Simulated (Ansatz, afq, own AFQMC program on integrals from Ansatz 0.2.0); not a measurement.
# Atomization energy of CH₂B, quartet

```xyz
4

B     0.0000   -0.1048    0.8024
C     0.0000   -0.0446   -0.7232
H     0.0000    0.8949    1.4725
H     0.0000    0.7607   -1.4612
```

Connectivity, by distances: BH–CH.

Atoms in their ground-state spins without spin–orbit coupling (mostly on UHF) minus the molecule (UHF), without zero-point energy. The geometry is a stationary point, not shown to be a minimum.

Basis cc-pVDZ. Only valence electrons are correlated. Integrals, coupled cluster, full CI and functionals: Ansatz 0.2.0; the random walks run on the same integrals in our own AFQMC program. ph-AFQMC/CISD is guided by a CISD state made of CCSD amplitudes; releasing the constraint for a short imaginary time cuts its bias at the price of noise, slowly where states lie close. Error bars are statistical, one sigma. The errors of all members are added in quadrature.

No full CI on the walks' own integrals is used here; CCSDT(Q) serves as the reference and is uncertain by about the last step of the cluster series. Each member takes its own surest rung, up to full CI.

The best estimate is CCSD(T) at the basis-set limit (CBS: def2-TZVPP and def2-QZVPP, with their diffuse functions for anions and beside diffuse sets, CCSD(T) itself extrapolated) plus the step from CCSD(T) to CCSDT(Q) in cc-pVDZ. Rows without CBS are in cc-pVDZ, the functionals in def2-TZVP; B2PLYP and the wave-function rows carry a basis error of their own. Core correlation and relativity beyond core potentials are missing, and ± holds the sampling alone.

Cautions: CH₂B (quartet): another spin lies lower.

| level | atomization energy (kJ/mol) |
| --- | --- |
| B3LYP | 1118.2 |
| MP2 | 1035.7 |
| PBE | 1152.3 |

(1) From these cheaper values, estimate the atomization energy at the level of the best estimate.

(1) 1092.2 kJ/mol (best estimate, highest rung CCSDT(Q)).

| level | atomization energy (kJ/mol) | error against the best estimate (kJ/mol) |
| --- | --- | --- |
| HF | 897.2 | -195.0 |
| CCSD | 1004.7 | -87.5 |
| CCSD(T) | 1010.7 | -81.5 |
| ph-AFQMC/CISD | 1011.0 ± 0.7 | -81.2 ± 0.7 |
| released AFQMC | 1012.4 ± 0.7 | -79.8 ± 0.7 |
| HF/CBS | 916.6 | -175.6 |
| MP2/CBS | 1110.5 | 18.3 |
| CCSD(T)/CBS | 1091.2 | -1.0 |
| r2SCAN | 1157.5 | 65.3 |
| PBE0 | 1142.0 | 49.8 |
| wB97M-V | 1107.7 | 15.5 |
| B2PLYP | 1099.8 | 7.6 |
| surest rungs in cc-pVDZ | 1011.8 | -80.4 |

Correlation beyond CCSD(T) adds 1.0 kJ/mol. Going to the basis-set limit adds 80.4 kJ/mol at CCSD(T). The perturbative (T) step is worth +6.0 kJ/mol. The functionals spread over 57.7 kJ/mol; B2PLYP comes nearest and r2SCAN is 65.3 kJ/mol too high.

Best estimates are given only where the step beyond CCSD(T) is under 0.3 eV and no member's determinant is very poor (T1 over 0.05, or 0.07 for open shells, ⟨S²⟩ too high by 0.3, two states mixed), so the hardest cases are missing from such tables.

The functionals ran in a triple-zeta set and keep a basis error of their own, a few kJ/mol for each bond in atomization energies and more for double hybrids, so close places among them and the extrapolated levels can swap.

Each member of a difference takes its own highest rung, so a best estimate needn't equal the limit plus the step of one row. A walk keeps the symmetry of its determinant, which the program's search chose and which needn't be the lowest solution, so a lower state of the same spin and another symmetry isn't excluded. Released energies are given only where the last usable release times agree within the noise; a slower fall can still hide under it.
